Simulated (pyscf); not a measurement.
PySCF, gas phase, ωB97X-D3(BJ)/def2-SVP geometries.

Question: Estimate by transition-state theory the rate constant of H₂S + F–Sn(Cl)(Cl)–Cl → HS–Sn(Cl)(Cl)–Cl + hydrogen fluoride (HF) (singlet surface; H–S, F–Sn broken, S–Sn, F–H formed) at 1200 K, with ωB97M-D3(BJ)/def2-TZVP energies (ideal gas, 1 atm, RRHO with modes under 100 cm⁻¹ raised to 100, one conformer, R ln 2 for rigid chiral ones; no tunnelling).

Answer: The electronic barrier is 11.9 kcal/mol and the thermal terms add +44.3, so ΔG‡ = 56.2 kcal/mol. With k_BT/h = 2.50e+13 s⁻¹ and RT = 2.385 kcal/mol, and a volume of 1.64e-19 cm³ per molecule at 1 atm, k = 2.3e-16 cm³ molecule⁻¹ s⁻¹. Wigner's tunnelling factor for 686i cm⁻¹ would be 1.03. A shift of 1 kcal/mol in the barrier changes k by a factor 1.5. On the reactant side the descent ends in an adduct with a S–Sn contact, 8.5 kcal/mol under the separated species and 15.9 kcal/mol under the saddle at ωB97X-D3(BJ)/def2-TZVP. What is counted as formed (S–Sn) is already present as a longer contact in the reactant adduct; forming that adduct is a step of its own. At ωB97X-D3(BJ) the barrier from the zero used here is 7.4 kcal/mol. One saddle was located; it need not be the lowest between these sides. Elements past Kr carry the def2 core potentials, without spin-orbit coupling.
